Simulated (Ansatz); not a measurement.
**BPH2 (triplet): wave-function methods side by side, cc-pVTZ**

How much of the correlation energy of BPH2 (triplet) does each wave-function method recover here?

Program: Ansatz 0.2.0, Gaussian basis. Level of theory: cc-pVTZ, core rule «outside noble gas», up to 6 orbitals frozen. These are calculated values, not measurements.

The runs, in order: UHF; CCSD(T) on ROHF; CCSD(T) on UHF; BCCD(T) on ROHF; CCSDT(Q) on ROHF; CCSDT(Q) on UHF; CASSCF and MRCISD+Q, 10 electrons in 10 orbitals; CASSCF and NEVPT2, 10 electrons in 10 orbitals.

6 further runs of the same task are left out: 2 for a known fault of the program, 4 set aside as unsound or not needed.

## Step 1: The geometry

The geometry is a PBE0/def2-TZVP stationary point (not a proven minimum) of the parent state, kept for this charge and spin.

4 atoms, charge 0, spin multiplicity 3.

Atoms are counted from 1 here; the program's logs count them from 0.

Bond lengths: B1–P2 1.735 Å, B1–H3 1.204 Å, B1–H4 1.204 Å. Angles: P2–B1–H3 120.2°, P2–B1–H4 120.2°, H3–B1–H4 119.5°.

## Step 2: UHF

Input file in.yaml:

```yaml
crystal:
  periodic: [false, false, false]
  atoms:
    - {symbol: B, position_ang: [0.000000, 0.000000, 1.199314]}
    - {symbol: P, position_ang: [0.000000, 0.000000, -0.536099]}
    - {symbol: H, position_ang: [0.000000, 1.039861, 1.805269]}
    - {symbol: H, position_ang: [0.000000, -1.039862, 1.805269]}
basis:
  gaussian: {orbitals: cc-pVTZ}
magnetization: {spin_polarized: true, initial_magnetization: 2}
hamiltonian: {xc: hf}
output: {orbitals: {seedname: orbitals}}
```

On the command line:

```bash
ansatz run in.yaml --threads 1 --pin off --events-out ev --progress --plain --max-ram 4096MiB --backend cpu
```

Further steps of the session: CCSD(T) on ROHF; CCSD(T) on UHF; BCCD(T) on ROHF; CCSDT(Q) on ROHF; CCSDT(Q) on UHF; CASSCF and MRCISD+Q, 10 electrons in 10 orbitals; CASSCF and NEVPT2, 10 electrons in 10 orbitals.

**Question.** What will the summary of the whole plan be? Wanted: UCCSDT(Q) below the RHF energy; RMP2 from UCCSDT(Q); UMP2 from UCCSDT(Q); RCCSD from UCCSDT(Q); RCCSD(T) from UCCSDT(Q); UCCSD(T) from UCCSDT(Q); RCCSDT(Q) from UCCSDT(Q); NEVPT2 valence from UCCSDT(Q); MRCISD+Q valence from UCCSDT(Q).

**Answer**, as computed:

| quantity | value |
| --- | --- |
| UCCSDT(Q) below the RHF energy | -6.9297 eV |
| RMP2 from UCCSDT(Q) | +1208.1 meV |
| UMP2 from UCCSDT(Q) | +1259.2 meV |
| RCCSD from UCCSDT(Q) | +298.3 meV |
| RCCSD(T) from UCCSDT(Q) | +46.6 meV |
| UCCSD(T) from UCCSDT(Q) | +46.7 meV |
| RCCSDT(Q) from UCCSDT(Q) | +1.5 meV |
| NEVPT2 valence from UCCSDT(Q) | +1252.3 meV |
| MRCISD+Q valence from UCCSDT(Q) | +70.0 meV |
| levels within 1 kcal/mol (43 meV) | RCCSDT, UCCSDT, RCCSDT(Q) |
| T1 diagnostic | 0.021 |
| effectively unpaired electrons | 2.02 |

In words: RCCSD(T) misses by +46.6 meV, 0.7 % of the correlation energy. One determinant dominates. Of the multireference levels listed MRCISD+Q valence comes nearest in total energy (+70.0 meV), which doesn't show that its space is the better one. These misses are within one basis, not against nature; the frozen cores of restricted and unrestricted runs differ, which can shift their rows.
